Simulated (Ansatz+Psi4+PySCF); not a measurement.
## doublet CH4(+): levels of theory in one basis

```yaml
atoms:
  - { symbol: C, position_ang: [0.0042, 0.0012, 0.0090] }
  - { symbol: H, position_ang: [0.6307, 0.6256, 0.6199] }
  - { symbol: H, position_ang: [-0.6290, -0.6191, 0.6300] }
  - { symbol: H, position_ang: [0.6304, -0.6351, -0.6370] }
  - { symbol: H, position_ang: [-0.6244, 0.6216, -0.6245] }
```

Basis set: cc-pVTZ (spherical functions). Left uncorrelated: 1 orbital. Correlation on ROHF uses semicanonical orbitals with singles. Charge 1, multiplicity 2.

Computed with Ansatz (development build ahead of 0.2.0); each method stands on the lowest determinant of its kind that the runs found.

| method | E − E(ROHF) (eV) | <S²> of the determinant |
| --- | --- | --- |
| ROHF | 0.00 | 0.75 |
| UHF | -0.11 | 0.76 |
| ROHF-MP2 | -4.37 | – |
| UHF-MP2 | -4.38 | 0.76 |
| ROHF-CCSD | -4.99 | – |
| UHF-CCSD | -4.99 | 0.76 |

What does ROHF-CCSD(T) give on the same scale?

-5.12 eV.

The restricted and unrestricted rows may stand on different electronic states: another unrestricted solution lies nearer the restricted one.

Caution for ROHF-MP2, UHF-MP2, ROHF-CCSD, UHF-CCSD, ROHF-CCSD(T): large amplitudes, a single reference is doubtful. Caution for ROHF-MP2, UHF-MP2: MP2 on this radical cation hangs on the determinant chosen.
